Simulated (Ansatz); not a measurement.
Total energies of `OC/N=C\F`.

```
atom   x (Å)   y (Å)   z (Å)
  O1  -0.262  -0.261  -1.959
  C2  -0.230   0.349  -0.706
  N3  -0.002  -0.630   0.329
  C4   0.466  -0.312   1.430
  F5   0.809   0.942   1.777
  H6  -0.820  -1.041  -1.888
  H7  -1.177   0.859  -0.478
  H8   0.562   1.102  -0.747
  H9   0.654  -1.007   2.242
```

Total charge 0; spin multiplicity 1. The structure was optimised at the PBE0-D4/def2-TZVP level. It is one conformer, not always the lowest. Basis def2-TZVPP, Ansatz.

RPA on PBE orbitals: Hartree–Fock energy of these orbitals -306.85842 Eh, correlation -1.57093 Eh (frozen core).

```
             functional  energy without D4 (Eh)  D4 term (kJ/mol)
            LDA (SPW92)              -306.21079                 –
                    PBE              -308.20727             -12.8
                   BLYP              -308.47822             -29.4
                 B97M-V              -308.47193                 –
                   PBE0              -308.21064             -10.6
                  B3LYP              -308.54588             -20.4
                r2SCANh              -308.36912              -3.3
                r2SCAN0              -308.34309              -3.6
HSE06 (plane-wave form)              -308.19637              -9.7
                  BHLYP              -308.38499             -13.6
                ωB97X-V              -308.44169                 –
                ωB97M-V              -308.44382                 –
                 B2PLYP              -308.32990                 –
               PBE-QIDH              -308.16523                 –
```

Question: Give the same for revPBE, r2SCAN, CAM-B3LYP, LC-ωPBE. (Estimate.)

Answer: Ansatz gave: 
```json
{"functional": "revPBE", "energy without D4 (Eh)": "-308.44781", "D4 term (kJ/mol)": "-47.9"}
{"functional": "r2SCAN", "energy without D4 (Eh)": "-308.38736", "D4 term (kJ/mol)": "-3.2"}
{"functional": "CAM-B3LYP", "energy without D4 (Eh)": "-308.43184", "D4 term (kJ/mol)": "-10.5"}
{"functional": "LC-ωPBE", "energy without D4 (Eh)": "-308.35667", "D4 term (kJ/mol)": "–"}
```

B3LYP takes the VWN-RPA correlation (the form of Gaussian; ORCA's B3LYP/G). HSE06 is the plane-wave form, built on full-range PBE exchange. The double hybrids freeze the cores in their second-order part.

LC-ωPBE has ω = 0.4 bohr⁻¹.
